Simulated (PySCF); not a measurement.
Compound: C4H6Cl (doublet state).
SMILES with atom numbers: `[CH3:1][CH:2]/[CH:3]=[CH:4]\[Cl:5]` (hydrogens: H6, H7, H8 on C1; H9 on C2; H10 on C3; H11 on C4)

Structure used (GFN2-xTB), in Å, numbered top down from 1:
```
atom  x, y, z in Å
C1    -1.756   -0.170    0.050
C2    -0.376    0.368    0.092
C3     0.744   -0.393   -0.118
C4     2.049    0.048   -0.095
Cl5    2.470    1.672    0.211
H6    -1.759   -1.236   -0.164
H7    -2.259   -0.001    1.004
H8    -2.341    0.346   -0.714
H9    -0.270    1.422    0.300
H10    0.616   -1.449   -0.323
H11    2.888   -0.604   -0.268
```

The hyperfine couplings belong to this conformer and change with its torsions.

The calculation used PySCF, UKS B3LYP, pcH-1 on C Cl H, non-relativistic, mean-field spin-orbit, GIAO. One conformer (not necessarily the lowest) at the GFN2-xTB geometry, without solvent, vibrations or thermal averaging. Couplings are sensitive to structure, and on GFN2-xTB geometries they can be far from those on DFT ones. Stability of the SCF solution: not tested. ⟨S²⟩ is 0.775 where a pure state has 0.75.

Problem. What is the g tensor, term by term?

Solution. 
| Δg (ppm) | 1 | 2 | 3 |
| --- | --- | --- | --- |
| relativistic mass correction | -159 | -159 | -159 |
| gauge correction | -3 | 31 | 38 |
| orbital Zeeman/spin–orbit | -291 | 2835 | 4309 |
| total | -453 | 2707 | 4188 |

So g = 2.00187, 2.00503, 2.00651 and g_iso = 2.00447; the tensor is rhombic: the two nearest values differ by 32 % of g3 − g1. Axes: g2 points within 1° of the C3–H10 bond.

Problem. At 9.379 GHz, how far is the centre of the isotropic spectrum from where a free electron (g = 2.002319) resonates?

Solution. B = hν/(g μB) with μB/h = 13.99624 MHz/mT gives 334.67 mT for the free electron and 334.31 mT at g_iso, 0.36 mT lower.

Problem. How much does each term add to the isotropic shift?

Solution. The orbital-Zeeman/spin–orbit term 2284, the mass correction -159 and the gauge correction 22 ppm, for a total of 2147 ppm. The orbital-Zeeman/spin–orbit term is the largest in size. The mass correction is the same along every axis, so the anisotropy comes from the other two: their spans along these axes are 41 (gauge) and 4600 ppm (orbital Zeeman/spin–orbit).

Problem. What are the electron Larmor frequencies g μB B/h along the three axes at 1200 mT?

Solution. 33.6223, 33.6754, 33.7003 GHz for g1, g2 and g3, a range of 78.0 MHz.

Problem. In a frozen sample, at which fields do the three g values resonate at 9.5, 34, 94 and 263 GHz (hyperfine left aside), and which band first spreads them over more than twice a line width of 1.0 mT?

Solution. 
| band | GHz | B(g3) mT | B(g2) mT | B(g1) mT | spread mT |
| --- | --- | --- | --- | --- | --- |
| X | 9.5 | 338.28 | 338.53 | 339.06 | 0.78 |
| Q | 34.0 | 1210.67 | 1211.57 | 1213.48 | 2.81 |
| W | 94.0 | 3347.15 | 3349.63 | 3354.91 | 7.76 |
| J | 263.0 | 9364.91 | 9371.82 | 9386.62 | 21.71 |

The spread grows in proportion to the frequency. Q band is the first where it exceeds 2.0 mT.

Largest spin populations (Mulliken): C4 (+0.62), C2 (+0.62) and C3 (-0.25). The positive populations add up to 1.35 and the negative ones to -0.35, together 2S = 1. The angles at C4 add up to 360.0°, so it is planar; its axial dipolar tensor and the negative coupling of its proton fit spin in a p orbital normal to that plane.

The HOMO–LUMO gaps are 6.09 eV among the α and 5.33 eV among the β orbitals.

Hardware: one thread of an Arm Neoverse V1 (shared host). Cost: 27 s wall (grids of density and orbitals included), 0.66 GiB resident at most.
